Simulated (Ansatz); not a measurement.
The input, for Ansatz 0.2.0:

```yaml
crystal:
  periodic: [false, false, false]
  atoms:
    - {symbol: Ge, position_ang: [0.000000, 0.000000, 2.105092]}
    - {symbol: P, position_ang: [0.000000, 0.000000, -0.076447]}
    - {symbol: P, position_ang: [0.000000, 0.000000, -2.028645]}
basis:
  gaussian: {orbitals: cc-pVTZ}
magnetization: {spin_polarized: true, initial_magnetization: 0}
correlation: {method: ccsdt_q, electrons: outside_noble_gas}
```

```sh
$ ansatz run in.yaml --threads 2 --pin off --events-out ev --progress --plain --max-ram 24576MiB --backend cuda --devices 0, --max-vram 18GiB
```

Output:

```
1228 factors; integrals over basis functions are off by at most 1.8e-7 eV
mean field evaluation 1: about -75015.6027 eV, gradient 9.0e0 eV
mean field evaluation 2: about -75015.7971 eV, gradient 9.1e0 eV
mean field evaluation 4: about -75016.8391 eV, gradient 1.9e0 eV
mean field evaluation 8: about -75016.9128 eV, gradient 3.4e-1 eV
mean field evaluation 16: about -75016.9157 eV, gradient 1.9e-6 eV
mean field evaluation 32: about -75017.9536 eV, gradient 8.4e-3 eV
mean field evaluation 64: about -75017.5758 eV, gradient 3.9e-1 eV
mean field evaluation 96: about -75016.6764 eV, gradient 3.4e-1 eV
mean field evaluation 128: about -75015.8057 eV, gradient 6.8e0 eV
mean field evaluation 160: about -75017.9532 eV, gradient 6.6e-2 eV
...
cycle  24  -11.15579924 eV  change   -3.9e-5 eV  update   1.6e-5
cycle  25  -11.15581729 eV  change   -1.8e-5 eV  update   1.1e-5
cycle  26  -11.15584048 eV  change   -2.3e-5 eV  update   7.3e-6
cycle  27  -11.15585283 eV  change   -1.2e-5 eV  update   4.8e-6
cycle  28  -11.15585646 eV  change   -3.6e-6 eV  update   3.2e-6
cycle  29  -11.15586052 eV  change   -4.1e-6 eV  update   2.2e-6
cycle  30  -11.15586448 eV  change   -4.0e-6 eV  update   1.5e-6
cycle  31  -11.15586585 eV  change   -1.4e-6 eV  update   9.7e-7
cycle  32  -11.15586742 eV  change   -1.6e-6 eV  update   6.2e-7
cycle  33  -11.15586753 eV  change   -1.0e-7 eV  update   3.7e-7
perturbative correction -0.14150911 eV, -0.0052003641 hartree
WARN: the results are in doubt because among natural orbitals full CI differs from the method by +0.601 eV
Total energy: -75029.25096603 eV, -2757.2741163486 hartree
In doubt: among natural orbitals full CI differs from the method by +0.601 eV
```

Ran on 2 threads of AMD EPYC 7R13 with a shared H100 80 GB, shared host: 59 s wall, 1.1 GiB peak host memory.
